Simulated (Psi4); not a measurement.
C4H7 (SMILES [CH]=C(C)C), doublet, geometry from GFN2-xTB; B3LYP/STO-3G (Psi4).

The Psi4 input:
```
memory 2 GB

molecule {
0 2
  C    -0.01583438    0.01152779    1.49894858
  C    -0.00222843    0.02374520    0.20492787
  H    -0.02223869   -0.69129602    2.29786866
  C     0.00269449    1.29161997   -0.60733811
  H    -0.00662782    2.16401956    0.03942821
  H     0.89090871    1.32760594   -1.23693731
  H    -0.87224194    1.32254452   -1.25552371
  C     0.01033407   -1.24161286   -0.64220029
  H     0.00629703   -2.13018294   -0.01726348
  H    -0.86735589   -1.25472468   -1.28612343
  H     0.90146410   -1.24964698   -1.26747727
}

set basis sto-3g
set reference uks

energy('b3lyp')
print_variables()
```

Task: Predict the main parts of the log of this Psi4 run.

Result: 
```
   => Loading Basis Set <=

    Name: STO-3G
    Role: ORBITAL
    Keyword: BASIS

         ---------------------------------------------------------
                                   SCF
               by Justin Turney, Rob Parrish, Andy Simmonett
                          and Daniel G. A. Smith
                              UKS Reference
         ---------------------------------------------------------

  ==> Geometry <==

    Molecular point group: c1
    Full point group: C1

    Geometry (in Angstrom), charge = 0, multiplicity = 2:

       Center              X                  Y                   Z               Mass
    ------------   -----------------  -----------------  -----------------  -----------------
         C           -0.015290028654     0.002306488474     1.449821197327    12.000000000000
         C           -0.001684078654     0.014523898474     0.155800487327    12.000000000000
         H           -0.021694338654    -0.700517321526     2.248741277327     1.007825032230
         C            0.003238841346     1.282398668474    -0.656465492673    12.000000000000
         H           -0.006083468654     2.154798258474    -0.009699172673     1.007825032230
         H            0.891453061346     1.318384638474    -1.286064692673     1.007825032230
         H           -0.871697588654     1.313323218474    -1.304651092673     1.007825032230
         C            0.010878421346    -1.250834161526    -0.691327672673    12.000000000000
         H            0.006841381346    -2.139404241526    -0.066390862673     1.007825032230
         H           -0.866811538654    -1.263945981526    -1.335250812673     1.007825032230
         H            0.902008451346    -1.258868281526    -1.316604652673     1.007825032230

  Running in c1 symmetry.

  Rotational constants: A =      0.32804  B =      0.28891  C =      0.16295 [cm^-1]
  Rotational constants: A =   9834.43217  B =   8661.34630  C =   4885.22386 [MHz]
  Nuclear repulsion =  112.514542513721139

  Charge       = 0
  Multiplicity = 2
  Electrons    = 31
  Nalpha       = 16
  Nbeta        = 15

  ==> Algorithm <==

  SCF Algorithm Type is DF.
  DIIS enabled.
  MOM disabled.
  Fractional occupation disabled.
  Guess Type is SAD.
  Energy threshold   = 1.00e-06
  Density threshold  = 1.00e-06
  Integral threshold = 1.00e-12

  ==> Primary Basis <==

  Basis Set: STO-3G
    Blend: STO-3G
    Number of shells: 19
    Number of basis functions: 27
    Number of Cartesian functions: 27
[...]
      Ntotal   =   30.9999790314 ; deviation = -2.097e-05

   @Spin Contamination Metric:   1.535918456E-02
   @S^2 Expected:                7.500000000E-01
   @S^2 Observed:                7.653591846E-01
   @S   Expected:                5.000000000E-01
   @S   Observed:                5.000000000E-01

    Orbital Energies [Eh]
    ---------------------

    Alpha Occupied:

[...]
      16A     -0.153907

    Alpha Virtual:

[...]
    Beta Occupied:

[...]
    Beta Virtual:

[...]
    Final Occupation by Irrep:
              A
    DOCC [    15 ]
    SOCC [     1 ]
    NA   [    16 ]
    NB   [    15 ]

  @DF-UKS Final Energy:  -154.63004767961215

   => Energetics <=

    Nuclear Repulsion Energy =            112.5145425137211390
    One-Electron Energy =                -430.2339844189680207
    Two-Electron Energy =                 182.7737237828635841
    DFT Exchange-Correlation Energy =     -19.6843295572288675
    Empirical Dispersion Energy =           0.0000000000000000
    VV10 Nonlocal Energy =                  0.0000000000000000
    Total Energy =                       -154.6300476796121472

  UHF NO Occupations:
  HONO-2 :   14  A 1.9995797
  HONO-1 :   15  A 1.9931622
  HONO-0 :   16  A 1.0000000
  LUNO+0 :   17  A 0.0068378
  LUNO+1 :   18  A 0.0004203
  LUNO+2 :   19  A 0.0002008
  LUNO+3 :   20  A 0.0001651

Computation Completed

Properties will be evaluated at   0.000000,   0.000000,   0.000000 [a0]

Properties computed using the SCF density matrix

 Multipole Moments:

 ------------------------------------------------------------------------------------
     Multipole            Electronic (a.u.)      Nuclear  (a.u.)        Total (a.u.)
 ------------------------------------------------------------------------------------

 L = 1.  Multiply by 2.5417464519 to convert [e a0] to [Debye]
 Dipole X            :         -0.0298602            0.0318889            0.0020287
 Dipole Y            :          0.4031415           -0.5401978           -0.1370562
 Dipole Z            :          2.7228331           -2.8779563           -0.1551233
 Magnitude           :                                                    0.2070067

 ------------------------------------------------------------------------------------

  Variable Map:
  ----------------------------------------------------------------------------
[...]
  Array Variable Map:
  ----------------------------------------------------------------------------
[...]
[...]
```
